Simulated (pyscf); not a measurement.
Optimised with ωB97X-D3(BJ)/def2-SVP in PySCF. MP2 and CC: frozen core, UHF for open shells. ΔMP2 is the change of the MP2 total energy from the triple- to the quadruple-zeta basis.

Q: Estimate by transition-state theory the rate constant of silanol (HO–SiH₃) + formaldehyde (H₂C=O) -> formic acid (O=CH–OH) + silane (SiH₄) (singlet surface; O–Si, C–H broken, C–O, H–Si formed) at 1200 K, with CCSD(T)/def2-TZVPP + ΔMP2(QZVPP) energies (ideal gas, 1 atm, RRHO with modes under 100 cm⁻¹ raised to 100, one conformer, R ln 2 for rigid chiral ones; no tunnelling).

A: The electronic barrier is 59.9 kcal/mol and the thermal terms add +46.5, so ΔG‡ = 106.4 kcal/mol. With k_BT/h = 2.50e+13 s⁻¹ and RT = 2.385 kcal/mol, and a volume of 1.64e-19 cm³ per molecule at 1 atm, k = 1.7e-25 cm³ molecule⁻¹ s⁻¹. Wigner's tunnelling factor for 717i cm⁻¹ would be 1.03. A shift of 1 kcal/mol in the barrier changes k by a factor 1.5. On the reactant side the descent ends in a complex (not fully relaxed), 5.6 kcal/mol under the separated species and 61.6 kcal/mol under the saddle at ωB97X-D3(BJ)/def2-TZVP. At ωB97X-D3(BJ) the barrier from the zero used here is 56.0 kcal/mol. This is the saddle that the search found; another between the same sides may lie lower. The CCSD(T) − MP2 part came from Ansatz, without density fitting, on the same reference.
